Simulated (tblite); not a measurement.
Compound: N2H4.
Atom-mapped SMILES: `[NH2:1][NH2:2]` (hydrogens: H3, H4 on N1; H5, H6 on N2)

A start from a force field or distance geometry was refined with GFN2-xTB geometry optimisation, gas phase in tblite. Values at the start:

| coordinate | start |
| --- | --- |
| N1–N2 | 1.423 Å |
| N1–H3 | 1.024 Å |
| N2–H5 | 1.034 Å |
| N2–N1–H3 | 111.2° |
| N2–N1–H4 | 113.4° |
| H3–N1–H4 | 105.7° |

Task: How do these coordinates change at the GFN2-xTB level?

Result: 
```
coordinate  GFN2-xTB (Å or °)  change
     N2–H5              1.016  -0.018
     N1–H3              1.016  -0.008
     N1–N2              1.425  +0.002
  N2–N1–H3              107.7    -3.5
  H3–N1–H4              108.3    +2.6
  N2–N1–H4              113.1    -0.3
```

The energy falls by 0.80 kcal/mol over 19 L-BFGS steps, the largest force on an atom goes from 0.83 to 0.005 eV/Å, and the atoms move by 0.037 Å rms after alignment. The bond that changes most is N2–H5 (hydrazine nitrogen to N–H hydrogen), which shortens by 0.018 Å. Bonds longer at the end by more than 0.005 Å: 1 of 5; shorter: 3. Rotational constants go from 146007, 24439, 23912 to 143977, 24641, 24241 MHz.

Run on x86-64 server, one thread, no GPU, on a shared host.

Its GFN2-xTB frequencies are all real (lowest 358 cm⁻¹). One conformer, not necessarily the lowest.

Shape of the structure used: `[NH2:1][NH2:2]`: H–N1–N2–H 159°, H–N1–N2–H -81°.

All values are computed, not measured.
